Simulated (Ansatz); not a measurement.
System: rhombohedral A7 Sb. Method: PBE+SOC in Ansatz (plane waves, PAW).

Settings: plane-wave cutoff 520 eV, 16×16×16 k mesh, Fermi–Dirac smearing 0.05 eV, PAW data made under PBE.

Properties against volume:

Shape and atoms are relaxed at each volume.

```tsv
V (Å³/atom)	P (GPa)	c (Å)	a (Å)
30.690	1.43	11.251	4.347
31.330	0.66	11.397	4.364
31.969	0.01	11.554	4.378
32.608	-0.52	11.723	4.390
33.248	-0.98	11.898	4.400
```

Note: for a layered or molecular solid the relaxed cell lies over 5 % above the published volume, where the minimum can be shallow; the cell comes from a level without a dispersion term, which matters for the spacing of layers, chains or molecules; the bulk modulus comes from volumes at which shape and atoms were relaxed.

Ansatz is a program for electronic structure.
